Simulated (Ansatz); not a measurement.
## Ansatz (development build ahead of 0.2.0) run

```yaml
crystal:
  periodic: [false, false, false]
  atoms:
    - { symbol: Li, position_ang: [0.0, 0.0, 0.0] }
    - { symbol: O, position_ang: [0.93749, 1.24999, 2.70631] }
basis:
  gaussian: { orbitals: STO-3G }
total_charge: 1
magnetization:
  initial_magnetization: 2
hamiltonian:
  xc: hf
correlation:
  method: fci
  frozen_orbitals: { Li: 0, O: 1 }
```

The input is written out in the form of the current development build from the run's settings.

Results

```json
{
 "Converged": "yes",
 "Total energy": "-80.96317 hartree",
 "State": "lowest triplet root, of any spatial symmetry"
}
```
